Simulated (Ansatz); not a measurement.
# C2H4ClF: the cost of one run

Method: RHF/def2-SVP, in Ansatz 0.2.0.

## (1) The starting structure

Bond lengths: F1–C2 1.578 Å, C2–Cl3 1.728 Å, C2–H4 1.089 Å, C2–C5 1.486 Å, C5–H6 1.079 Å, C5–H7 1.078 Å. Angles: F1–C2–Cl3 106.7°, F1–C2–H4 101.5°, F1–C2–C5 93.1°, Cl3–C2–H4 111.3°, Cl3–C2–C5 120.2°, H4–C2–C5 119.2°, C2–C5–H6 114.5°, C2–C5–H7 115.1°, H6–C5–H7 112.4°.

Structure file:

```xyz
8

F    -1.0708   -0.7438    0.8886
C     0.2922   -0.5693    0.1135
Cl    0.3145   -1.7717   -1.1271
H     1.0165   -0.7939    0.8952
C     0.0096    0.8492   -0.2256
H     0.6998    1.5586    0.2036
H    -0.1813    1.0405   -1.2695
H    -1.0804    0.4303    0.5213
```

## (2) Pulling towards end A

Springs on the bonds that form and break draw the guess towards this end; the thresholds are loose.

The input, input.yaml:

```yaml
crystal:
  periodic: [false, false, false]
  atoms:
    - { symbol: F, position_ang: [-1.0708, -0.7438, 0.8886] }
    - { symbol: C, position_ang: [0.2922, -0.5693, 0.1135] }
    - { symbol: Cl, position_ang: [0.3145, -1.7717, -1.1271] }
    - { symbol: H, position_ang: [1.0165, -0.7939, 0.8952] }
    - { symbol: C, position_ang: [0.0096, 0.8492, -0.2256] }
    - { symbol: H, position_ang: [0.6998, 1.5586, 0.2036] }
    - { symbol: H, position_ang: [-0.1813, 1.0405, -1.2695] }
    - { symbol: H, position_ang: [-1.0804, 0.4303, 0.5213] }
basis:
  gaussian: { orbitals: def2-SVP }
hamiltonian:
  xc: hf
relax:
  f_tol: 0.15
  max_steps: 25
  restrain:
    - { distance: [0, 7], at: 2.18, k: 30.0 }
    - { distance: [0, 1], at: 1.33, k: 30.0 }
    - { distance: [4, 7], at: 1.07, k: 30.0 }
```

Command:

```sh
> ansatz run input.yaml --threads 1 --pin off --max-ram 2048MiB --backend cpu --events-out ev --progress --plain --runs-dir out
```

What time and memory should one allow on 1 thread of Arm Neoverse N1, shared host?

About 17 s, with a peak of 0.14 GiB.
